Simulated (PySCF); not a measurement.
**Stretching LiP⁻**

Set-up: Li aug-pcseg-1, P aug-pcseg-1; no relativity (PySCF 2.14). Energies in eV from Li + P⁻ in their ground configurations at the same level. State: ⁴Σ⁻ (quartet), unpaired electrons σ ↑, π ↑↑.

| R (Å) | BHandHLYP | PBE0 |
| --- | --- | --- |
| 2.108 | -1.330 | -1.377 |
| 2.206 | -1.484 | -1.534 |
| 2.304 | -1.567 | -1.620 |
| 2.377 | -1.595 | -1.650 |
| 2.451 | -1.600 | -1.657 |
| 2.525 | -1.589 | -1.648 |
| 2.623 | -1.554 | -1.616 |
| 2.745 | -1.490 | -1.554 |
| 2.892 | -1.394 | -1.462 |
| 3.088 | -1.254 | -1.326 |

**Question.** Put a parabola through the three lowest points of the BHandHLYP curve and estimate Re, k and ωe (reduced mass 5.72 u; 1 eV/Å² = 0.16022 mdyn/Å; ωe = 1302.8·√(k/μ) cm⁻¹).

**Answer.** Through R = 2.377, 2.451, 2.525 Å the second-order coefficient is 1.46 eV/Å², so Re ≈ 2.437 Å, k ≈ 0.468 mdyn/Å and ωe ≈ 373 cm⁻¹. A polynomial fit of higher order to the unrounded BHandHLYP energies gives Re = 2.435 Å, k = 0.531 mdyn/Å, ωe = 397 cm⁻¹; anharmonicity and rounding make the difference.

The higher-order fit for each curve: BHandHLYP: Re = 2.435 Å, ωe = 397 cm⁻¹, De = 1.60 eV; PBE0: Re = 2.444 Å, ωe = 391 cm⁻¹, De = 1.66 eV.

For an ion De counts to the pair picked by the measured ionisation energies or electron affinities, which need not be the lowest pair at this level. The highest Kohn–Sham level is positive in this anion. Much of that is self-interaction error, but it also means that the finite basis helps to hold the extra electron. The state is the lowest determinant that a PBE0 search found; another state may lie lower at other levels.
